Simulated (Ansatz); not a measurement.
# doublet C2H6Si+: levels of theory compared

Wanted: a comparison of 6 runs (UHF/3-21G, U-r2SCAN/6-311+G**, U-r2SCAN0/6-311+G**, UBLYP/6-311+G**, UCAM-B3LYP/6-311+G**, USVWN5/6-311+G**) of doublet C2H6Si+. 

The results are computed with Ansatz 0.2.0.

51 further runs of the same task are left out: 51 set aside as unsound or not needed.

## (1) The system as given

C2H6Si+: 9 atoms, total charge +1, spin state doublet. As SMILES of the parent species, `C=C[SiH3]`. The shape is that of a PBE0-D4/def2-TZVP optimisation. That shape belongs to the parent species and isn't relaxed for this state.

Bond lengths: C1–C2 1.330 Å, C2–Si3 1.859 Å, C1–H4 1.087 Å, C1–H5 1.087 Å, C2–H6 1.089 Å, Si3–H7 1.488 Å, Si3–H8 1.487 Å, Si3–H9 1.488 Å. Some angles: C1–C2–Si3 123.1°, C1–C2–H6 118.1°, Si3–C2–H6 118.8°, C2–C1–H4 121.7°, C2–C1–H5 122.2°, C2–Si3–H7 110.8°, C2–Si3–H8 109.0°, C2–Si3–H9 110.8°, H4–C1–H5 116.1°, H7–Si3–H8 109.3°.

## (2) The energy at UHF/3-21G (run 1)

job.yaml reads:

```yaml
crystal:
  periodic: [false, false, false]
  atoms:
    - {symbol: C, position_ang: [-0.713700, 0.870200, -1.048300]}
    - {symbol: C, position_ang: [-0.071300, 0.712500, 0.105600]}
    - {symbol: Si, position_ang: [0.560600, -0.932000, 0.700100]}
    - {symbol: H, position_ang: [-0.905700, 0.033000, -1.713900]}
    - {symbol: H, position_ang: [-1.076700, 1.838600, -1.381500]}
    - {symbol: H, position_ang: [0.089400, 1.592000, 0.727600]}
    - {symbol: H, position_ang: [2.035800, -0.893900, 0.893800]}
    - {symbol: H, position_ang: [0.223400, -1.972400, -0.307300]}
    - {symbol: H, position_ang: [-0.053200, -1.294300, 2.006700]}
basis:
  gaussian: {orbitals: 3-21G.json}
total_charge: 1
magnetization: {spin_polarized: true, initial_magnetization: 1}
hamiltonian: {xc: hf}
accuracy: high
output: {orbitals: {seedname: orbitals}}
```

The basis set 3-21G is read from a file made from the Basis Set Exchange's data (not shown).

Run with:

```
$ ansatz run job.yaml --threads 1 --pin off --max-ram 3480MiB --events-out events.jsonl --progress --plain --runs-dir runs
```

Standard output:

```text
Warning: RAYON_NUM_THREADS=1 ignored (pool sized by the plan → 1); use --threads N
Functional definition: HF
  name "HF"
  exchange = exact_x
  correlation = 0
1013 factors; integrals over basis functions are off by at most 8.5e-9 eV
mean field evaluation 1: about -9950.5099 eV, gradient 2.0e1 eV
mean field evaluation 2: about -9950.7998 eV, gradient 2.0e1 eV
mean field evaluation 4: about -9953.9651 eV, gradient 3.0e0 eV
mean field evaluation 8: about -9954.4324 eV, gradient 5.3e-1 eV
mean field evaluation 16: about -9954.4440 eV, gradient 1.9e-8 eV
mean field evaluation 32: about -9952.4769 eV, gradient 9.8e-1 eV
mean field -9954.44395663 eV, -365.8190680418 hartree, gradient 4.0e-8 eV, S^2 0.754759; 1 other end points of the search recorded, 0 dependent functions left out
reference -9954.44395663 eV, -365.8190680418 hartree; 16, 15 occupied and 27, 28 virtual orbitals, 1013 factors
Total energy: -9954.44395663 eV, -365.8190680418 hartree
```

Run time: 0.46 s. Hardware: 1 thread of Intel Xeon 6975P-C (Granite Rapids), shared host; peak memory 0.13 GiB.

## (3) The energy at U-r2SCAN/6-311+G(d,p) (run 2)

job.yaml, as its differences from that of step 2:

```diff
@@ -13,6 +13,10 @@
 basis:
-  gaussian: {orbitals: 3-21G.json}
+  gaussian:
+    orbitals: 6-311+G_st__st_-spherical.json
 total_charge: 1
-magnetization: {spin_polarized: true, initial_magnetization: 1}
-hamiltonian: {xc: hf}
+magnetization:
+  spin_polarized: true
+  initial_magnetization: 1
+hamiltonian:
+  xc: r2scan
 accuracy: high
```

The basis set 6-311+G** is read from a file made from the Basis Set Exchange's data (not shown).

Run with:

```
$ ansatz run job.yaml --threads 1 --pin off --max-ram 3480MiB --events-out events.jsonl --progress --plain --runs-dir runs
```

Standard output:

```text
Warning: RAYON_NUM_THREADS=1 ignored (pool sized by the plan → 1); use --threads N
Functional definition: r2SCAN
  name "r2SCAN"
  parameter k0 = 0.174
  parameter k1 = 0.065
  parameter a1 = 4.9479
  exchange = r2scan_x(k0 = k0, k1 = k1, a1 = a1)
  correlation = r2scan_c
2118 factors; integrals over basis functions are off by at most 8.2e-9 eV
mean field evaluation 1: about -10019.3475 eV, gradient 5.5e1 eV
mean field evaluation 2: about -9943.5847 eV, gradient 1.1e2 eV
mean field evaluation 4: about -10034.7684 eV, gradient 1.7e1 eV
mean field evaluation 8: about -10037.0217 eV, gradient 3.8e-1 eV
mean field evaluation 16: about -10037.0191 eV, gradient 1.1e-3 eV
mean field evaluation 32: about -10035.6309 eV, gradient 7.7e0 eV
mean field -10037.01913535 eV, -368.8536498882 hartree, gradient 9.7e-8 eV, S^2 0.756487; 5 other end points of the search recorded, 0 dependent functions left out
reference -10037.01914143 eV, -368.8536501114 hartree; 16, 15 occupied and 94, 95 virtual orbitals, 2118 factors
Total energy: -10037.01914143 eV, -368.8536501114 hartree
```

It took 17 s on 1 thread of Intel Xeon 6975P-C (Granite Rapids), shared host; peak memory 0.53 GiB.

## (4) The energy at U-r2SCAN0/6-311+G(d,p) (run 3)

molecule.yaml reads:

```yaml
crystal:
  periodic: [false, false, false]
  atoms:
    - {symbol: C, position_ang: [-0.713700, 0.870200, -1.048300]}
    - {symbol: C, position_ang: [-0.071300, 0.712500, 0.105600]}
    - {symbol: Si, position_ang: [0.560600, -0.932000, 0.700100]}
    - {symbol: H, position_ang: [-0.905700, 0.033000, -1.713900]}
    - {symbol: H, position_ang: [-1.076700, 1.838600, -1.381500]}
    - {symbol: H, position_ang: [0.089400, 1.592000, 0.727600]}
    - {symbol: H, position_ang: [2.035800, -0.893900, 0.893800]}
    - {symbol: H, position_ang: [0.223400, -1.972400, -0.307300]}
    - {symbol: H, position_ang: [-0.053200, -1.294300, 2.006700]}
basis:
  gaussian: {orbitals: 6-311+G_st__st_-spherical.json}
magnetization: {spin_polarized: true, initial_magnetization: 1}
accuracy: high
output: {orbitals: {seedname: orbitals}}
hamiltonian: {xc: {name: r2SCAN0}}
total_charge: 1
```

The basis set 6-311+G** is read from a file made from the Basis Set Exchange's data (not shown).

Run with:

```
$ ansatz run molecule.yaml --threads 1 --pin off --max-ram 3480MiB --events-out events.jsonl --progress --plain --runs-dir runs
```

Standard output:

```text
Warning: RAYON_NUM_THREADS=1 ignored (pool sized by the plan → 1); use --threads N
Functional definition: r2SCAN0
  name "r2SCAN0"
  parameter a = 0.25
  parameter k0 = 0.174
  parameter k1 = 0.065
  parameter a1 = 4.9479
  exchange = (1 - a)*r2scan_x(k0 = k0, k1 = k1, a1 = a1) + a*exact_x
  correlation = r2scan_c
2118 factors; integrals over basis functions are off by at most 8.2e-9 eV
mean field evaluation 1: about -10022.7444 eV, gradient 4.8e1 eV
mean field evaluation 2: about -10005.3076 eV, gradient 7.0e1 eV
mean field evaluation 4: about -10036.2793 eV, gradient 5.7e0 eV
mean field evaluation 8: about -10036.6377 eV, gradient 1.2e0 eV
mean field evaluation 16: about -10036.6504 eV, gradient 5.5e-3 eV
mean field evaluation 32: about -10036.6504 eV, gradient 4.5e-7 eV
mean field -10036.65038593 eV, -368.8400985971 hartree, gradient 5.3e-8 eV, S^2 0.757194; 2 other end points of the search recorded, 0 dependent functions left out
reference -10036.65039070 eV, -368.8400987722 hartree; 16, 15 occupied and 94, 95 virtual orbitals, 2118 factors
Total energy: -10036.65039070 eV, -368.8400987722 hartree
```

Run time: 16 s. Hardware: 1 thread of Intel Xeon 6975P-C (Granite Rapids), shared host; peak memory 0.61 GiB.

Runs 4 to 5 aren't shown in full; the table further down has their settings and results.

## (5) A single-point energy at USVWN5/6-311+G(d,p) (run 6)

run.yaml reads:

```yaml
crystal:
  periodic: [false, false, false]
  atoms:
    - {symbol: C, position_ang: [-0.713700, 0.870200, -1.048300]}
    - {symbol: C, position_ang: [-0.071300, 0.712500, 0.105600]}
    - {symbol: Si, position_ang: [0.560600, -0.932000, 0.700100]}
    - {symbol: H, position_ang: [-0.905700, 0.033000, -1.713900]}
    - {symbol: H, position_ang: [-1.076700, 1.838600, -1.381500]}
    - {symbol: H, position_ang: [0.089400, 1.592000, 0.727600]}
    - {symbol: H, position_ang: [2.035800, -0.893900, 0.893800]}
    - {symbol: H, position_ang: [0.223400, -1.972400, -0.307300]}
    - {symbol: H, position_ang: [-0.053200, -1.294300, 2.006700]}
basis:
  gaussian:
    orbitals: 6-311+G_st__st_-spherical.json
output: {orbitals: {seedname: orbitals}}
magnetization:
  spin_polarized: true
  initial_magnetization: 1
hamiltonian:
  xc: {name: SVWN5}
accuracy: high
total_charge: 1
```

The basis set 6-311+G** is read from a file made from the Basis Set Exchange's data (not shown).

Run with:

```
$ ansatz run run.yaml --threads 1 --pin off --max-ram 3480MiB --events-out events.jsonl --progress --plain --runs-dir runs
```

Standard output:

```text
Warning: RAYON_NUM_THREADS=1 ignored (pool sized by the plan → 1); use --threads N
Functional definition: SVWN5
  name "SVWN5"
  exchange = slater_x
  correlation = vwn5_c
2118 factors; integrals over basis functions are off by at most 8.2e-9 eV
mean field evaluation 1: about -9964.4278 eV, gradient 6.3e1 eV
mean field evaluation 2: about -9802.0633 eV, gradient 1.3e2 eV
mean field evaluation 4: about -9981.9259 eV, gradient 2.5e1 eV
mean field evaluation 8: about -9986.5941 eV, gradient 4.2e-1 eV
mean field evaluation 16: about -9986.5913 eV, gradient 7.7e-4 eV
mean field evaluation 32: about -9986.4875 eV, gradient 1.2e0 eV
mean field -9986.59133640 eV, -367.0004624580 hartree, gradient 2.2e-8 eV, S^2 0.752020; 7 other end points of the search recorded, 0 dependent functions left out
reference -9986.59134397 eV, -367.0004627363 hartree; 16, 15 occupied and 94, 95 virtual orbitals, 2118 factors
Total energy: -9986.59134397 eV, -367.0004627363 hartree
```

Run time: 5.4 s. Hardware: 1 thread of Intel Xeon 6975P-C (Granite Rapids), shared host; peak memory 0.35 GiB.

## (6) The series

| run | level | energy (Eh) | HOMO energy (eV) | LUMO energy (eV) | ⟨S²⟩ | wall time |
| --- | --- | --- | --- | --- | --- | --- |
| 1 | UHF/3-21G | -365.819068 | -17.82 | -7.85 | 0.755 | 0.46 s |
| 2 | U-r2SCAN/6-311+G** | -368.853650 | -14.05 | -12.94 | 0.756 | 17 s |
| 3 | U-r2SCAN0/6-311+G** | -368.840099 | -15.10 | -12.07 | 0.757 | 16 s |
| 4 | UBLYP/6-311+G** | -368.894171 | -13.71 | -13.05 | 0.753 | 9.9 s |
| 5 | UCAM-B3LYP/6-311+G** | -368.885346 | -16.29 | -11.27 | 0.755 | 11 s |
| 6 | USVWN5/6-311+G** | -367.000463 | -13.86 | -13.38 | 0.752 | 5.4 s |

## (7) Results

| quantity | value |
| --- | --- |
| run 6: total energy | -367.00046 Eh |
| run 6: HOMO energy (highest over α and β) | -13.86 eV |
| run 6: LUMO energy (lowest over α and β) | -13.38 eV |
| run 6: ⟨S²⟩ | 0.752 |

In words: Totals of different functionals can't be ranked against each other. All runs together took 60 s, the longest 17 s.
